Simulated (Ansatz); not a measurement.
System: rock-salt MgS. Method: r²SCAN in Ansatz (plane waves, PAW).

The same calculation (at the measured cell, 17.609 Å³/atom) with different numerical settings:

```
run    k mesh  gap on the mesh (eV)  total energy (eV/atom)
---  --------  --------------------  ----------------------
1       4×4×4                 3.443              -1417.7690
2       6×6×6                 3.461              -1417.7879
3       8×8×8                 3.462              -1417.7888
4    12×12×12                 3.462              -1417.7889
5    16×16×16                 3.462              -1417.7889
6    20×20×20                 3.462              -1417.7889
```

In the column total energy (eV/atom) the first row differs from the last by +0.0199 and the next to last by 0.0000.

The last row is no converged limit: other settings stay fixed.

Ansatz is a first-principles code.
